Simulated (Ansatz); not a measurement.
# The cluster Zr3+: the relaxed shape and its frontier levels

Aim: characterise the cluster Zr3+ as a doublet: its structure, frontier levels and distribution of charge and spin.

The runs use Ansatz 0.2.0, Gaussian basis; UHF-CCSD(T), frozen core/def2-TZVP.

Plan: relaxation at PBE0-D4/def2-TZVP; a single point at CCSD(T)/def2-TZVP.

17 further runs of the same task are left out: 9 that didn't finish, 8 set aside as unsound or not needed.

## 1. Where the work starts

3 atoms, charge 1, spin multiplicity 2.

Atoms are counted from 1 here; the program's logs count them from 0.

Bond lengths: Zr1–Zr2 3.289 Å, Zr1–Zr3 3.285 Å, Zr2–Zr3 3.290 Å. Angles: Zr2–Zr1–Zr3 60.1°, Zr1–Zr2–Zr3 59.9°, Zr1–Zr3–Zr2 60.0°.

Zr takes a core potential in the def2 sets. No spin-orbit coupling is included. The ion is computed in the gas phase, without counter-ions or solvent.

The start is a GFN2-xTB geometry.

## 2. Optimising with PBE0-D4/def2-TZVP

File in.yaml:

```yaml
crystal:
  periodic: [false, false, false]
  atoms:
    - {symbol: Zr, position_ang: [1.510500, -0.866890, 0.752670]}
    - {symbol: Zr, position_ang: [-1.353520, -1.021750, -0.856900]}
    - {symbol: Zr, position_ang: [-0.156990, 1.888640, 0.104230]}
basis:
  gaussian: {orbitals: def2-TZVP}
total_charge: 1
magnetization: {spin_polarized: true, initial_magnetization: 1}
hamiltonian: {xc: pbe0, dispersion: d4}
scf: {lower_state_search: "off"}
output: {orbitals: {seedname: orbitals}}
relax: {f_tol: 0.02, max_steps: 100}
```

Started as:

```sh
> ansatz run in.yaml --threads 2 --pin off --events-out ev --progress --plain --max-ram 4352MiB
```

Further steps of the session: Single point, CCSD(T)/def2-TZVP.

Q: Predict the results of all the runs planned. Wanted: commonest bond; HOMO, LUMO at CCSD(T)/def2-TZVP; ⟨S²⟩.

The runs gave:

| quantity | value |
| --- | --- |
| commonest bond | Zr–Zr, 3 of mean length 2.660 Å |
| HOMO, LUMO at CCSD(T)/def2-TZVP (over both spins) | -9.82, -3.60 eV |
| ⟨S²⟩ | 4.188 |

What this shows: The molecule keeps its bonding pattern by the stored test; the atoms moved 0.36 Å (rms). No usable vibrations, so a minimum isn't proven. Doubts on the single point: state flagged by the program, large T1 diagnostic, spin contamination. Whether this spin is the lowest isn't tested here.
